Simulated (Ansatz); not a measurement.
**[BH2···H···H], doublet along the distance B1-H4**

All five atoms lie in one plane.

Starting geometry:

```yaml
atoms:
  - { symbol: B, position_ang: [-0.1512, 0.0000, 0.0000] }
  - { symbol: H, position_ang: [-0.7479, 1.0336, 0.0000] }
  - { symbol: H, position_ang: [-0.7479, -1.0336, 0.0000] }
  - { symbol: H, position_ang: [1.0423, 0.0000, 0.0000] }
  - { symbol: H, position_ang: [2.0748, 0.0000, 0.0000] }
```

From there H4 is moved from one fragment to the other while all else, the fragments' distance too, stays fixed; atoms are numbered as listed. Energies are in kcal/mol, counted from the starting geometry at the same level. Kohn–Sham curves are unrestricted where that lies lower.

Basis cc-pVTZ; Ansatz 0.2.0. Only valence electrons are correlated (noble-gas cores frozen). R marks a restricted (for open shells ROHF) determinant, U an unrestricted one.

Full CI isn't at hand for all of this; UCCSDT(Q) serves as the reference, and is uncertain by about the last step of the cluster series.

```json
{"distance B1-H4 (Å)": "1.194", "RPA-PBE": "0.0"}
{"distance B1-H4 (Å)": "1.235", "RPA-PBE": "-0.3"}
{"distance B1-H4 (Å)": "1.317", "RPA-PBE": "0.1"}
{"distance B1-H4 (Å)": "1.399", "RPA-PBE": "1.1"}
{"distance B1-H4 (Å)": "1.481", "RPA-PBE": "3.2"}
```

Q: Estimate the UCCSDT(Q) curve in cc-pVTZ from this one, knowing how RPA-PBE errs.

A: The computed UCCSDT(Q) values, in kcal/mol from the starting point, and the error of RPA-PBE against them:
| distance B1-H4 (Å) | UCCSDT(Q) | RPA-PBE less UCCSDT(Q) |
| --- | --- | --- |
| 1.194 | 0.0 | 0.0 |
| 1.235 | -0.1 | -0.2 |
| 1.317 | 0.9 | -0.7 |
| 1.399 | 2.4 | -1.2 |
| 1.481 | 4.9 | -1.7 |

The error spans 1.7 kcal/mol and is largest, -1.7 kcal/mol, at 1.481 Å.
